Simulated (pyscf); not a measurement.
A first-order saddle from PySCF, ωB97X-D3(BJ)/def2-SVP:

```xyz
9

P      0.8757     0.5845    -0.8876
B      0.2730    -0.0339     0.8554
H      1.1735     1.9104    -0.4577
H     -0.4051     0.9284    -1.4228
H     -0.2616    -1.2727     0.6477
H      1.1153    -0.1952     1.7036
O     -1.0482     0.5594     1.4478
H     -0.9693    -0.6569     1.0260
H     -1.4845     1.0953     0.7721
```

Surface: singlet, charge 0. Lowest wavenumbers (cm⁻¹): 1398i, 196, 268, 397, 579.

Task: Which two sides does it connect, and which bonds change?

Result: H₂B–PH₂ + H₂O <-> HO–BH–PH₂ + H₂, a four-centre exchange read from left to right: B–H, H–O broken and B–O, H–H formed. At ωB97M-D3(BJ)/def2-TZVP it lies +13.0 kcal/mol from the left side and +40.1 kcal/mol from the right (each side as separated species at their lowest minima found). On the reactant side the descent ends in an adduct with a B–O contact, 12.3 kcal/mol under the separated species and 25.9 kcal/mol under the saddle at ωB97X-D3(BJ)/def2-TZVP. What is counted as formed (B–O) is already present as a longer contact in the reactant adduct; forming that adduct is a step of its own. At the saddle there is also a short B–H contact that neither side keeps. One saddle was located; it need not be the lowest between these sides.
